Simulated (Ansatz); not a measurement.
Relaxation of CH$_{4}$AlS (7 atoms, charge -1, multiplicity 1), to a largest force component of 0.015 eV/Å in at most 40 steps.

Theory: Ansatz 0.2.0, RKS r2SCAN-D4/def2-SVP.

```xyz
7
Properties=species:S:1:pos:R:3:forces:R:3
C -0.632 0.281 -1.185 -0.09 0.11 0.44
Al -0.152 0.137 0.641 0.53 -0.28 0.02
S 1.606 -1.261 1.188 -0.31 0.39 0.54
H -1.747 0.242 -1.224 -0.10 -0.02 -0.11
H -0.401 1.339 -1.460 0.10 0.00 -0.22
H -0.434 0.635 2.163 -0.34 0.10 0.19
H 1.760 -1.373 -0.123 0.20 -0.30 -0.86
```

Question: Where does it end, and by what steps?

Answer: The forces met the threshold. The force dipped under the threshold on the way, but the program's further checks kept it going. Limits of this set-up: an anion without diffuse functions, the dipole of an ion depends on the origin. After 13 steps the energy has fallen by 0.856 eV; H5 moved furthest, 1.09 Å.

```
step  energy less start (eV)  largest force component (eV/Å)  accepted
   0                  0.0000                           0.857       yes
   1                 -0.0983                           0.367       yes
   2                 -0.2092                           1.086       yes
   3                 -0.3314                           1.576       yes
   4                 -0.5597                           1.206       yes
   5                 -0.7045                           1.017       yes
   6                 -0.8219                           0.336       yes
   7                 -0.8506                           0.095       yes
   8                 -0.8394                           0.682        no
   9                 -0.8545                           0.052       yes
  10                 -0.8557                           0.019       yes
  11                 -0.8557                           0.033        no
  12                 -0.8559                           0.014       yes
  13                 -0.8559                           0.009       yes
```

```xyz
7
Properties=species:S:1:pos:R:3
C -0.791 0.539 -0.911
Al -0.180 0.038 0.741
S 1.767 -1.124 1.107
H -1.731 1.099 -1.050
H -0.294 0.332 -1.873
H -0.849 0.301 2.193
H 2.077 -1.185 -0.208
```

Run time: 24 s on 1 thread of AMD EPYC 9R45 96-Core Processor (Zen 5), on a shared host, peak memory 0.16 GiB.
